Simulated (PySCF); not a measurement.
## Gas-phase thermal properties of B(CH3)3

Computed with PySCF and rigid-rotor harmonic-oscillator thermochemistry at 1 bar. 6-31G* has spherical d functions here. All species are closed-shell singlets. B3LYP is the form with VWN-RPA correlation. Methyl groups turn as free rotors in B(CH3)3. The harmonic model lacks anharmonicity and excited electronic states, which grow with temperature; levels with a mode under 35 cm⁻¹ are left out.

```csv
level,point group,σ,ZPE (kJ/mol),S°298 (J/mol/K),Cp298 (J/mol/K),S°1000 (J/mol/K),H1000 − H298 (kJ/mol)
B3LYP/6-31G*,D3h,6,296.9,317.2,90.6,493.0,110.2
HF/6-31G*,D3h,6,314.6,314.7,86.1,482.8,105.6
PBE/def2-SVP,D3h,6,285.4,319.0,95.0,501.7,114.1
PBE0/def2-TZVP,D3h,6,294.4,317.6,92.0,495.6,111.4
```
σ: rotational symmetry number. Electronic degeneracy used: 1. Frequencies are unscaled.
